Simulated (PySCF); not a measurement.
Molecule: `[H]/N=C(\C)[C@H](C)F`, C₄H₈FN.

Bonds: C1-C2 1.500 Å, C2-N3 1.269 Å, C2-C4 1.518 Å, C4-C5 1.513 Å, C4-F6 1.383 Å. C1 carries H7, H8, H9; N3 carries H10; C4 carries H11; C5 carries H12, H13, H14.

Spin–spin couplings on one PBE0-D3(BJ)/def2-SVP geometry, PySCF 2.14, gas phase, non-relativistic, equivalent pairs averaged (spin–dipole term only in couplings to heteroatoms); isotopes 13C, 19F, 1H, 15N; basis pcJ-1.

How do the couplings (Hz) change with the functional? Times are CPU seconds on 1 thread of an Arm Neoverse V1, shared host.

Answers


```tsv
functional	functions	1J(C4,F6)	1J(C4,H11)	1J(C5,H12)	1J(C1,H7)	1J(N3,H10)	1J(C2,C4)	1J(C1,C2)	core-s
LDA	242	-237.4	123.8	103.2	102.2	-40.4	36.6	24.2	23
PBE	242	-248.6	147.7	123.6	122.7	-43.3	46.5	32.5	32
KT2	242	-245.4	156.6	129.8	129.0	-44.6	37.1	22.7	34
PBE0	242	-218.9	153.5	127.4	127.0	-47.1	51.8	38.3	39
B97-2	242	-213.2	145.9	121.8	121.1	-46.6	50.6	37.5	39
``` Left out for a near triplet instability: HF/pcJ-1.
